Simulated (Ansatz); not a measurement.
For fcc Ni, r²SCAN (plane waves, PAW; Ansatz, an electronic-structure program) gives:

- lattice constant a = 3.478 Å
- magnetic moment = 0.73 μB

Q: What does PBE0 in Ansatz (PAW) give for the same quantities?

A: 
- lattice constant a: 3.511 Å (rises by 0.9 %)
- magnetic moment: 0.93 μB (goes up by 0.20 μB)

For comparison: lattice constant a 3.508 Å (measured, static lattice: zero-point anharmonic expansion removed; as tabulated in Mejia-Rodriguez and Trickey (2018), arXiv:1807.09216).

Changes are worked out from the printed values.

Unless a cell is named, each level is at its own relaxed cell (r²SCAN 10.52, PBE0 10.82 Å³/atom).

Spin-polarised runs: r²SCAN (parallel moments), PBE0 (parallel moments).

Ansatz's density-functional and Hartree–Fock values are scalar-relativistic unless marked +SOC, with PAW data made under PBE.
